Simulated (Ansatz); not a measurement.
```yaml
crystal:
  periodic: [false, false, false]
  atoms:
    - {symbol: Au, position_ang: [0.000000, 0.000000, 0.000000]}
    - {symbol: O, position_ang: [0.000000, 0.000000, 2.020000]}
basis:
  gaussian: {orbitals: def2-TZVP}
magnetization: {spin_polarized: true, initial_magnetization: 1}
hamiltonian: {xc: pbe0}
relax: {f_tol: 0.004, max_steps: 80}
```

```sh
$ ansatz run in.yaml --threads 1 --pin off --events-out ev --progress --plain --max-ram 2176MiB
```

Steps of the relaxation (energy above the last step; positions in Å, forces in eV/Å):

```
2
step 1, 118.0 meV
Au    0.000    0.000    0.000    0.000    0.000    1.617
O     0.000    0.000    2.020    0.000    0.000   -1.617
```

```
2
step 2, 15.6 meV
Au    0.000    0.000    0.043    0.000    0.000    0.690
O     0.000    0.000    1.977    0.000    0.000   -0.690
```

```
2
step 3, 1.1 meV
Au    0.000    0.000    0.070    0.000    0.000   -0.199
O     0.000    0.000    1.950    0.000    0.000    0.199
```

```
2
step 4, 0.0 meV
Au    0.000    0.000    0.065    0.000    0.000   -0.004
O     0.000    0.000    1.955    0.000    0.000    0.004
```

Close pairs at the end: Au1–O2 1.891 Å.

A stationary point of unrestricted PBE0 after 4 steps, with ⟨S²⟩ = 0.766 against 0.75 for a pure state. 18 s on 1 thread of Intel Xeon 6975P-C, shared host.
